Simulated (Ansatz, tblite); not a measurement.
Cost and result up the ladder for [BH4]- (BH4⁻) (5 atoms). Total charge -1; singlet. Geometry: PBE0-D4/def2-TZVPD.

```xyz
5

B     0.0000    0.0000    0.0000
H     0.8566    0.3590    0.8210
H     0.1294    0.6543   -1.0449
H    -1.1303    0.1929    0.4710
H     0.1443   -1.2061   -0.2471
```

Ansatz on 4 threads of Arm Neoverse V2 on a shared host; xTB runs through tblite on one thread. Times are rough, summed over both states, and most runs start from the orbitals of an earlier one. CCSD(T)/def2-TZVPPD serves as the yardstick here, not as an exact answer. The other state is a doublet.

The xTB rows come from tblite. Correlated methods freeze 1 core orbital.

Correlated methods converge slowly with the basis.

Raw xTB energies of ions are shifted by several eV.

| level | functions | wall time | vertical IE (eV) | difference from CCSD(T)/def2-TZVPPD (eV) |
| --- | --- | --- | --- | --- |
| GFN1-xTB | 12 | 0.002 s | 8.32 | 3.70 |
| GFN2-xTB | 8 | 0.002 s | 7.43 | 2.81 |
| PBE-D4/def2-TZVPD | 73 | 0.5 s | 4.17 | -0.45 |
| PBE0-D4/def2-TZVPD (with forces) | 73 | 0.9 s | 4.35 | -0.28 |
| r2SCAN-D4/def2-TZVPD | 73 | 1.1 s | 4.21 | -0.41 |
| CCSD(T)/def2-TZVPPD | 105 | 2.2 s | 4.62 | 0.00 |
